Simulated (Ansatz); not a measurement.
# Energy profile

The step: CH₆Si ([CH3][SiH3]) + SiH₄ → Si₂H₆ ([SiH3][SiH3]) + CH₄; bonds formed: Si1–Si7, C2–H6; bonds broken: Si1–C2, H6–Si7 (atoms numbered as in the saddle structure below).

```
13
angstrom
Si -0.6354 0.6663 0.7500
C 0.6210 -1.0618 1.1678
H -2.0068 0.3966 0.2478
H -0.8180 0.6374 2.2537
H -0.0061 1.9959 0.5324
H 0.3372 -0.4462 0.0095
Si 0.0168 0.3718 -1.8386
H 1.2222 -1.7272 0.5364
H 1.2724 -0.5591 1.8816
H -0.1586 -1.6405 1.6613
H -0.3547 -0.8492 -2.6236
H 1.3998 0.7483 -2.2754
H -0.8896 1.4678 -2.3027
```

Electronic energies by CCSD(T) at an estimated basis limit (MP2 extrapolated from triple and quadruple zeta, plus CCSD(T) − MP2 in triple zeta), on PBE0-D4/def2-TZVP structures; CH10Si2, singlet; no counterpoise correction. Ansatz 0.2.0; basis: def2-TZVPP and def2-QZVPP; cores frozen in the correlated methods. Extrapolation: Hartree–Fock as exp(−7.88 √X), correlation as X^−2.97.

(1) Give the profile in eV, counted from the separated reactants. (To be estimated.)

T1 diagnostic: at most 0.013.

Results:

(1) Computed:
```csv
point,eV
"separated: CH6Si (linked as [CH3][SiH3]; Si1, C2, H3, H4, H5, H8, H9, H10; singlet) + SiH4 (H6, Si7, H11, H12, H13; singlet)",0.000
start structure,-0.056
saddle,3.502
end structure,-0.137
"separated: Si2H6 (linked as [SiH3][SiH3]; Si1, H3, H4, H5, Si7, H11, H12, H13; singlet) + CH4 (C2, H6, H8, H9, H10; singlet)",-0.093
```

For scale, one of the runs: CCSD(T)/def2-TZVPP, 255 basis functions, launched by `ansatz run in.yaml --threads 4 --pin off --events-out ev --progress --plain --max-ram 9574MiB`. Hardware: 4 CPU threads of an Arm Neoverse V2, shared host. Wall time 63 s; peak host memory 5.3 GiB.
